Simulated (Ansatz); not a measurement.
This geometry of C₂H₆N₂ (10 atoms, charge 0, multiplicity 1) is a first-order saddle point.

Method: RKS PBE0/def2-SVP in Ansatz 0.2.0.

```xyz
10
Properties=species:S:1:pos:R:3
C -1.128 0.890 -1.070
N -0.080 0.932 -0.371
C 0.534 -0.338 0.004
N 0.768 -0.460 1.393
H -1.606 -0.059 -1.397
H -1.621 1.823 -1.383
H -0.083 -1.188 -0.364
H 1.490 -0.383 -0.549
H 1.683 -0.285 1.774
H 0.128 -0.982 1.967
```

Q: Which two structures does it join? (They come from a converged band through this point; their orientation in space is the band's.)

A: No bond is made or broken. The height of N4 over the plane of its neighbours goes from 0.39 to -0.39 Å.

First end point:

```xyz
10
Properties=species:S:1:pos:R:3
C -1.168 0.853 -0.911
N -0.088 0.837 -0.258
C 0.589 -0.433 -0.074
N 0.951 -0.704 1.288
H -1.626 -0.055 -1.356
H -1.703 1.802 -1.064
H -0.015 -1.280 -0.462
H 1.512 -0.392 -0.680
H 1.516 0.062 1.652
H 0.115 -0.740 1.869
```

Last end point:

```xyz
10
Properties=species:S:1:pos:R:3
C -1.087 0.954 -1.061
N -0.074 0.878 -0.314
C 0.436 -0.424 0.032
N 0.568 -0.511 1.467
H -1.623 0.067 -1.457
H -1.482 1.940 -1.345
H -0.227 -1.246 -0.314
H 1.393 -0.529 -0.527
H 1.196 0.223 1.793
H 0.984 -1.402 1.729
```

Q: How far does it lie above each of them?

A: 0.248 eV above the first and 0.099 eV above the second. This is the barrier of this one path; another mechanism may lie lower.

The run took 5.6 min on 1 thread of Arm Neoverse V1, with other jobs on the host, peak memory 0.25 GiB.
